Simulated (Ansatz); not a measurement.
Relaxation of C2HF2 (5 atoms, charge 0, multiplicity 2), to a largest force component of 0.02 eV/Å in at most 50 steps.

These are results of Ansatz, UKS LDA/6-31G, not measurements.

```xyz
5
Properties=species:S:1:pos:R:3
C -0.166 0.744 -0.138
C 0.103 -0.449 0.077
F 1.048 -0.735 0.950
F -0.460 -1.428 -0.576
H -0.863 0.053 0.132
```

Task: Where does it end, and by what steps?

Result: The run converged. Limits of this set-up: no polarisation functions. After 11 steps the energy has fallen by 5.329 eV; H5 moved furthest, 1.09 Å. The start is strongly strained (largest force component 12 eV/Å), so its close contacts needn't be bonds. Parted: C2–H5 (1.09 → 2.29 Å).

```csv
step,energy less start (eV),largest force component (eV/Å),accepted
0,0.0000,11.821,yes
1,-2.0375,4.971,yes
2,-2.8832,1.842,yes
3,-3.2170,2.620,yes
4,-3.7930,3.050,yes
5,-4.4642,2.217,yes
6,-5.0440,1.302,yes
7,-5.2908,0.673,yes
8,-5.3170,0.218,yes
9,-5.3285,0.061,yes
10,-5.3287,0.064,yes
11,-5.3289,0.005,yes
```

```xyz
5
Properties=species:S:1:pos:R:3
C -0.468 0.462 0.222
C 0.217 -0.645 0.135
F 1.402 -0.884 0.761
F -0.131 -1.750 -0.594
H -1.357 1.001 -0.080
```

Whether the end is a true minimum wasn't checked by a vibrational analysis.

The run took 24 s on 1 thread of Intel(R) Xeon(R) Processor @ 2.50GHz (Skylake/Cascade Lake), on a shared host, peak memory 0.12 GiB.
